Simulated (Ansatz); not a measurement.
FH2SSi (`F[SiH2][S]`) radical, 5 atoms. The species carries charge 0 and has multiplicity 2. All runs use 2 threads of a server CPU on a shared host. Correlated methods freeze the cores. Open-shell runs search over several starts.

Problem. Give the basis size and wall time and peak host memory of each of these runs in Ansatz. UKS B3LYP-D4/def2-TZVPP energy and forces; UKS ωB97M-V/def2-SVP energy; UHF-CCSD(T)/def2-SVP energy; UHF-MP2/def2-QZVPP energy; UKS PBE0-D4/def2-TZVP relaxation (5 steps); direct RPA on PBE orbitals/def2-TZVPP energy; UKS PBE0-D4/def2-SVP energy; UHF-CCSD(T)/def2-TZVPP energy; UKS PBE0-D4/def2-TZVP frequencies; UKS r2SCAN0-D4/def2-TZVPP energy; UKS PBE0-D4/def2-QZVPP energy; UKS BLYP-D4/def2-TZVPP energy. (An estimate is asked.)

Solution. Computed: Other jobs shared the machine, so times are rough.

```tsv
level	job	functions	wall time	peak host memory (GiB)
UHF-CCSD(T)/def2-SVP	energy	60	2.1 s	0.18
UKS PBE0-D4/def2-SVP	energy	60	2.2 s	0.14
UKS BLYP-D4/def2-TZVPP	energy	143	3.8 s	0.25
direct RPA on PBE orbitals/def2-TZVPP	energy	143	6.5 s	0.29
UKS B3LYP-D4/def2-TZVPP	energy and forces	143	7.5 s	0.44
UKS ωB97M-V/def2-SVP	energy	60	10 s	0.25
UKS r2SCAN0-D4/def2-TZVPP	energy	143	12 s	0.52
UKS PBE0-D4/def2-QZVPP	energy	257	16 s	0.98
UHF-MP2/def2-QZVPP	energy	257	24 s	0.78
UKS PBE0-D4/def2-TZVP	relaxation (5 steps)	117	28 s	0.35
UHF-CCSD(T)/def2-TZVPP	energy	143	41 s	1.8
UKS PBE0-D4/def2-TZVP	frequencies	117	47 s	0.35
```

B3LYP here is the variant with VWN-RPA as its local correlation; programs differ in this.
